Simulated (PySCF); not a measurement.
**Al2H2: relaxation and vibrations of the triplet**

Aim: relax Al2H2 as a triplet from a linear X-M-M-X start, check by its vibrations whether the end is a minimum, and collect its spectrum and constants.

Method: PBE0, basis Al def2-TZVP, H def2-TZVP, no relativity, density fitting; program: PySCF 2.14.0.

## Step 1: Starting geometry

4 atoms, charge 0, spin multiplicity 3.

Bond lengths: Al1–Al2 2.520 Å, Al1–H3 1.580 Å, Al2–H4 1.580 Å. Angles: Al2–Al1–H3 180.0°, Al1–Al2–H4 180.0°.

```xyz
4
charge 0 multiplicity 3
Al    0.0000    0.0000    1.2600
Al    0.0000    0.0000   -1.2600
H     0.0000    0.0000    2.8400
H     0.0000    0.0000   -2.8400
```

## Step 2: First SCF at the start

The steps below are one call of a driver around PySCF. For each, scf.py gives the equivalent set-up of the SCF; relaxations use the driver's own optimiser. After this first run the driver tries any further starts and a stability analysis.

Input file scf.py:

```python
from pyscf import gto, scf, dft
mol = gto.M(atom='''
Al     0.000000     0.000000     1.260000
Al     0.000000     0.000000    -1.260000
H      0.000000     0.000000     2.840000
H      0.000000     0.000000    -2.840000''',
    basis={'Al': 'def2-TZVP', 'H': 'def2-TZVP'},
    charge=0, spin=2)
mf = dft.UKS(mol, xc='PBE0')
mf.grids.atom_grid = (50, 194)
aux = {'Al': 'def2-universal-JKFIT', 'H': 'def2-universal-JKFIT'}
mf = mf.density_fit(auxbasis=aux)
mf.conv_tol = 1e-08
mf.diis_space = 10
mf.max_cycle = 60
mf.init_guess = 'minao'
mf.verbose = 4
mf.kernel()
```

The run is started by

```bash
> OMP_NUM_THREADS=4 python axn.py task.json out
```

After this run come: Relaxation: linear X-M-M-X start, triplet; Hessian and properties; Downhill along the imaginary mode; Is it a minimum? Harmonic modes.

Q: Predict the outcome of this session. Wanted: minimum; geometry; wavenumbers; dipole moment; highest occupied, lowest empty level; polar-tensor charge of Al1; zero-point energy; atomisation energy; ⟨S²⟩.

**Answer**, as computed:

| quantity | value |
| --- | --- |
| minimum | triplet, C2h |
| geometry | Al–Al 2.381 Å, Al–H 1.587 Å (×2); Al–Al–H 148.7° (×2) |
| wavenumbers (cm⁻¹) | 255 (bu), 295 (au), 354 (ag), 453 (ag), 1908 (bu), 1913 (ag) |
| dipole moment | 0.00 D |
| highest occupied, lowest empty level (either spin) | -5.04, -2.68 eV |
| polar-tensor charge of Al1 | +0.17 e |
| zero-point energy | 31.0 kJ/mol |
| entropy at 298.15 K | 270.3 J/(mol K) |
| atomisation energy (no zero-point energy) | 656 kJ/mol |
| ⟨S²⟩ | 2.012 |

The linear X-M-M-X start (D∞h) ends in a minimum of C2h symmetry, after a stop at a second-order saddle point 11.3 kJ/mol higher, from which it was pushed off along an imaginary mode. The strongest infrared band lies at 1908 cm⁻¹ (bu). Only this shape and spin were tried, so other structures or states may lie lower.
